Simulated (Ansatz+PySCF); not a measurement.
## singlet NF₃: levels of theory in one basis

```json
{"atom": "N", "x (Å)": "0.0000", "y (Å)": "0.0000", "z (Å)": "0.4298"}
{"atom": "F", "x (Å)": "1.1200", "y (Å)": "0.0000", "z (Å)": "-0.1114"}
{"atom": "F", "x (Å)": "-0.5600", "y (Å)": "0.9699", "z (Å)": "-0.1114"}
{"atom": "F", "x (Å)": "-0.5600", "y (Å)": "-0.9699", "z (Å)": "-0.1114"}
```

Basis set: def2-SVP (spherical functions). Correlated methods keep 4 orbitals frozen. Charge 0, multiplicity 1.

Computed with Ansatz (development build ahead of 0.2.0); each method stands on the lowest determinant of its kind that the runs found.

| method | E − E(RHF) (eV) | <S²> of the determinant |
| --- | --- | --- |
| RHF | 0.00 | 0.00 |
| RHF-CCSD | -19.44 | – |
| RHF-CCSD(T) | -19.82 | – |

(1) What does RHF-MP2 give on the same scale?

(2) Is a single determinant a sound starting point here?

Answers

(1) -19.05 eV.

(2) By this sign, yes. Unrestricted orbitals gain 0.00 eV and <S²> is 0.00 against 0.00 for a pure state.
